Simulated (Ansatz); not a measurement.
Start from `F[Si]S` and change one atom or group to get `S[Si]Cl`.

Ansatz, PBE0-D4/def2-TZVP geometries, multiplicity 1. Each molecule was computed in one conformer, which needn't be the lowest.

```json
{"property": "HOMO–LUMO gap (B3LYP/def2-TZVPP) / eV", "`F[Si]S`": "4.82"}
{"property": "LUMO energy (PBE/def2-TZVPP) / eV", "`F[Si]S`": "-2.96"}
{"property": "HOMO–LUMO gap (PBE/def2-TZVPP) / eV", "`F[Si]S`": "3.30"}
{"property": "ideal-gas entropy at 298 K and 1 bar (rigid rotor, harmonic PBE0-D4/def2-TZVP) / J/(mol·K)", "`F[Si]S`": "283"}
{"property": "size of the dipole moment (B3LYP/def2-TZVPP) / D", "`F[Si]S`": "0.11"}
{"property": "LUMO energy (ωB97M-V/def2-TZVPP) / eV", "`F[Si]S`": "-0.17"}
```

(1) What does the change do to each property? (Best estimate.)

Answers

(1) The calculation gave: 
```csv
property,`S[Si]Cl`,shift
HOMO–LUMO gap (B3LYP/def2-TZVPP) / eV,4.41,-0.41
LUMO energy (PBE/def2-TZVPP) / eV,-3.23,-0.27
HOMO–LUMO gap (PBE/def2-TZVPP) / eV,2.93,-0.37
"ideal-gas entropy at 298 K and 1 bar (rigid rotor, harmonic PBE0-D4/def2-TZVP) / J/(mol·K)",293,10
size of the dipole moment (B3LYP/def2-TZVPP) / D,1.71,1.60
LUMO energy (ωB97M-V/def2-TZVPP) / eV,-0.50,-0.33
```

With PBE0 the HOMO rises by 0.13 eV and the LUMO falls by 0.30 eV, so the gap narrows by about 0.43 eV. PBE moves the HOMO by 0.10 eV and ωB97M-V by 0.17 eV. Dipoles are sizes alone; their direction can turn.

B3LYP here is the variant with VWN-RPA as its local correlation; programs differ in this.
